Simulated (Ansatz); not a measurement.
An input meant for Al(NH2Me)H3 (CH₈AlN) (charge 0, triplet).

```yaml
crystal:
  periodic: [false, false, false]
  atoms:
    - {symbol: Al, position_ang: [-0.462223, -0.753383, -2.920599]}
    - {symbol: N, position_ang: [-0.479958, -0.816609, 0.941326]}
    - {symbol: C, position_ang: [0.823457, 1.368495, 2.106903]}
    - {symbol: H, position_ang: [0.335377, -2.457695, 1.524050]}
    - {symbol: H, position_ang: [-2.306854, -0.888431, 1.536971]}
    - {symbol: H, position_ang: [0.784995, 1.287359, 4.168329]}
    - {symbol: H, position_ang: [2.772758, 1.387988, 1.446857]}
    - {symbol: H, position_ang: [-0.096632, 3.092239, 1.460403]}
    - {symbol: H, position_ang: [2.529756, -0.774352, -3.403082]}
    - {symbol: H, position_ang: [-1.915347, 1.866395, -3.379380]}
    - {symbol: H, position_ang: [-1.985330, -3.312005, -3.481816]}
basis:
  gaussian: {orbitals: cc-pVDZ}
magnetization: {spin_polarized: true, initial_magnetization: 2}
hamiltonian: {xc: {name: PBE0}, dispersion: d3bjatm}
```

```sh
$ ansatz run in.yaml --threads 4 --pin off --events-out ev --progress --plain --max-ram 3916MiB
```

Shortened log:

```
Functional definition: PBE0
794 factors; integrals over basis functions are off by at most 2.6e-3 eV
mean field evaluation 1: about -9203.9019 eV, gradient 3.8e1 eV
mean field evaluation 2: about -9025.1723 eV, gradient 9.4e1 eV
mean field evaluation 4: about -9188.5648 eV, gradient 3.8e1 eV
mean field evaluation 8: about -9216.5265 eV, gradient 2.6e0 eV
mean field evaluation 16: about -9217.4488 eV, gradient 5.0e-2 eV
mean field evaluation 32: about -9211.1746 eV, gradient 1.3e1 eV
mean field evaluation 64: about -9217.3892 eV, gradient 5.0e-3 eV
mean field evaluation 96: about -9212.8728 eV, gradient 7.0e0 eV
mean field evaluation 128: about -9217.4265 eV, gradient 3.7e-1 eV
mean field evaluation 160: about -9213.1034 eV, gradient 7.2e0 eV
mean field evaluation 192: about -9211.4970 eV, gradient 8.3e0 eV
mean field evaluation 224: about -9217.2396 eV, gradient 1.5e0 eV
mean field evaluation 256: about -9216.0126 eV, gradient 4.9e-1 eV
mean field -9217.44906345 eV, -338.7350052703 hartree, gradient 4.8e-6 eV, S^2 5.061524; 22 other end points of the search recorded, 0 dependent functions left out
reference -9217.44912151 eV, -338.7350074040 hartree; 18, 16 occupied and 68, 70 virtual orbitals, 794 factors
Total energy: -9217.60484194 eV, -338.7407300244 hartree
```

(1) Something in this input is off. What?

Results:

(1) The coordinates are in bohr but typed as ångström. Self-consistency was reached. The result belongs to that input, not to the species as meant. The charge 0 triplet is spin-contaminated (final ⟨S²⟩ up to 5.06, 2.00 for a pure state).
